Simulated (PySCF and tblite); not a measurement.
Results of a calculation; reference values are marked as such.
C4H6O, numbered as in [CH:1]#[C:2][CH2:3][CH2:4][OH:5].

Free energies: PBE0-D3(BJ)/def2-TZVP on PBE0-D3(BJ)/def2-SVP structures plus GFN2-xTB thermal terms, symmetry and mirror images included. Conformers within 4 kcal/mol (GFN2-xTB free energy) were kept, 7 at most. Run with PySCF (density fitting) and tblite.

Rotational constants are equilibrium values for the commonest isotopes; dipoles come from the energy level named.

Torsions listed: C2–C3–C4–O5, C3–C4–O5–H5. Of a mirror pair one member is shown.

```json
{"conformer": "1", "shape": "60°, -57°", "symmetry": "C1 (pair)", "weight %": "83.7"}
{"conformer": "2", "shape": "-178°, -68°", "symmetry": "C1 (pair)", "weight %": "7.7"}
{"conformer": "3", "shape": "-179°, -178°", "symmetry": "Cs", "weight %": "5.5"}
{"conformer": "4", "shape": "66°, -164°", "symmetry": "C1 (pair)", "weight %": "1.7"}
{"conformer": "5", "shape": "-58°, -57°", "symmetry": "C1 (pair)", "weight %": "1.4"}
```

Sets of constants, in random order:

```csv
set,A (MHz),B (MHz),C (MHz),abs μa (D),abs μb (D),abs μc (D)
P,10575,3384,2766,0.91,0.75,0.54
Q,26939,2289,2167,0.66,1.36,0.05
R,11016,3171,2669,0.41,1.52,1.01
S,26126,2271,2158,0.19,0.46,1.24
T,11356,3143,2672,1.33,0.60,1.30
```

Match each set to its conformer.

P is conformer 1, Q is conformer 3, R is conformer 5, S is conformer 2, T is conformer 4.
